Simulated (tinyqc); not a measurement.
Extended Hueckel theory, for PH2, step by step. Computed by tinyqc, a small Python program that keeps every step (integrals from PySCF). Settings: charge = 0, K = 1.5, multiplicity = 2. Command: `OMP_NUM_THREADS=1 python tinyqc.py 25442 25443 out.jsonl` (the two numbers bound the seeds that draw the settings). One thread of a shared host (Intel(R) Xeon(R) Processor @ 2.60GHz), about 0.01 s of CPU time with the checks.

## Overlaps

Geometry (angstrom):
```
atom         x          y         z
P     0.000000   0.000000  0.000000
H     0.000000   1.133000  0.915000
H     0.000000  -1.099000  0.888000
```

Parameters chosen for this run:
```
element  shell  Slater exponent   H_ii (eV)
P           3s         1.750000  -18.600000
P           3p         1.300000  -14.000000
H           1s         1.300000  -13.600000
```

Slater orbitals, each expanded in six Gaussians scaled to its exponent.

overlap S, lower triangle:
```
           1P 3s    1P 3px     1P 3py    1P 3pz     2H 1s     3H 1s
1P 3s   1.000000
1P 3px  0.000000  1.000000
1P 3py  0.000000  0.000000   1.000000
1P 3pz  0.000000  0.000000   0.000000  1.000000
2H 1s   0.377727  0.000000   0.417549  0.337208  1.000000
3H 1s   0.396406  0.000000  -0.425170  0.343540  0.068564  1.000000
```

## Wolfsberg-Helmholz matrix

diagonal H_ii (eV): 1P 3s -18.600000, 1P 3px -14.000000, 1P 3py -14.000000, 1P 3pz -14.000000, 2H 1s -13.600000, 3H 1s -13.600000

K = 1.500000

H_ij = K' S_ij (H_ii + H_jj)/2 for i != j (the diagonal keeps H_ii), with K' = 1.5.

H (eV), lower triangle:
```
             1P 3s      1P 3px      1P 3py      1P 3pz       2H 1s       3H 1s
1P 3s   -18.600000
1P 3px    0.000000  -14.000000
1P 3py    0.000000    0.000000  -14.000000
1P 3pz    0.000000    0.000000    0.000000  -14.000000
2H 1s    -9.122113    0.000000   -8.643260   -6.980214  -13.600000
3H 1s    -9.573200    0.000000    8.801011   -7.111281   -1.398708  -13.600000
```

## Orbitals

valence electrons = 7

Solve H C = S C e through S^(-1/2); fill by pairs from the bottom, a degenerate level sharing its electrons equally; each orbital has its largest coefficient positive (the first on a tie).

orbital energies (eV): -19.631765  -16.301641  -14.961118  -14.000000  -2.049871  2.557367

occupations: 2.000000  2.000000  2.000000  1.000000  0.000000  0.000000

coefficients:
```
              MO1        MO2        MO3       MO4        MO5        MO6
1P 3s    0.776311   0.006561  -0.391033  0.000000   0.094949  -0.891265
1P 3px   0.000000   0.000000   0.000000  1.000000   0.000000   0.000000
1P 3py  -0.001208   0.601328  -0.007546  0.000000   1.108736   0.161207
1P 3pz   0.029559   0.003975   0.813111  0.000000   0.110880  -0.870309
2H 1s    0.223376   0.379990   0.200350  0.000000  -0.956248   0.781003
3H 1s    0.234355  -0.366932   0.199732  0.000000   0.731816   1.036935
```

sum of one-electron energies = -115.789048 eV

## Mulliken analysis

P = C n C^T; charge = valence electrons (P 5, H 1) minus the sum of (P S)_ii on the atom; overlap population = 2 sum P_ij S_ij between two atoms.

charges: 1P -0.321872, 2H 0.159225, 3H 0.162647

Overlap populations:
```
pair      value
2-1    0.756741
3-1    0.769797
3-2   -0.012908
```
